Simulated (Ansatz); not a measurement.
The same path of C2H3Si (6 atoms, charge 0, multiplicity 2) was run twice with different band settings. Lost on the way: Si3–H5. Made: C2–H5.

Level of theory: Ansatz 0.2.0, UKS PBE0/6-31G*.

Relaxed end points:

```xyz
6
Properties=species:S:1:pos:R:3
C -0.659 -1.595 -0.218
C -0.265 -0.451 -0.081
Si 0.154 1.298 0.084
H -0.977 -2.609 -0.333
H 1.167 1.720 -0.921
H 0.579 1.636 1.469
```

```xyz
6
Properties=species:S:1:pos:R:3
C -0.452 -1.299 -0.340
C -0.115 -0.089 -0.141
Si -0.395 1.704 0.375
H -0.678 -2.329 -0.511
H 0.806 0.329 -0.670
H 0.833 1.684 1.288
```

Common settings: movable images 7; climbing image yes; optimiser quadratic models (default); start path through a guess of the saddle point; force threshold 0.05 eV/Å; iteration limit 60; end points relaxed.

| run | spring |
| --- | --- |
| 1 | 5.0 eV/Å² |
| 2 | 0.5 eV/Å² |

(1) What does each run give, and how far can it be trusted?

Answers

(1) Run 1: converged after 10 iterations, highest image 2.031 eV above the first end. A vibrational analysis at the climbing image gives one clearly imaginary mode, 1260i cm⁻¹: a first-order saddle point.
Run 2: converged after 12 iterations, highest image 2.031 eV above the first end. Another band between the same ends (7 images) ends at a top of the same energy, where a vibrational analysis finds 1 clearly imaginary mode.
